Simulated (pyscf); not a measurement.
F–SiH₂–SiH₃ + hydrogen (H₂) → disilane (H₃Si–SiH₃) + hydrogen fluoride (HF) (four-centre exchange; singlet surface; F–Si, H–H broken, H–Si, F–H formed). PySCF, gas phase, ωB97X-D3(BJ)/def2-SVP geometries. Energies in kcal/mol from the separated reactants.

```csv
level,barrier,reaction energy
ωB97X-D3(BJ)/def2-TZVP,55.8,+24.3
PBE/def2-TZVP,(withheld),+23.0
r²SCAN/def2-TZVP,52.8,+25.5
B3LYP-D3(BJ)/def2-TZVP,55.7,+25.1
PBE0-D3(BJ)/def2-TZVP,51.9,+22.1
HF/def2-TZVP,(withheld),(withheld)
```

Problem. Complete the blanks.

Solution. 
- PBE/def2-TZVP, barrier: 48.5
- HF/def2-TZVP, barrier: 74.4
- HF/def2-TZVP, reaction energy: +24.0

The functionals in the table span 7.3 kcal/mol in this barrier, from PBE to ωB97X-D3(BJ)/def2-TZVP. At the saddle there is also a short H–Si contact that neither side keeps. One saddle was located; it need not be the lowest between these sides.
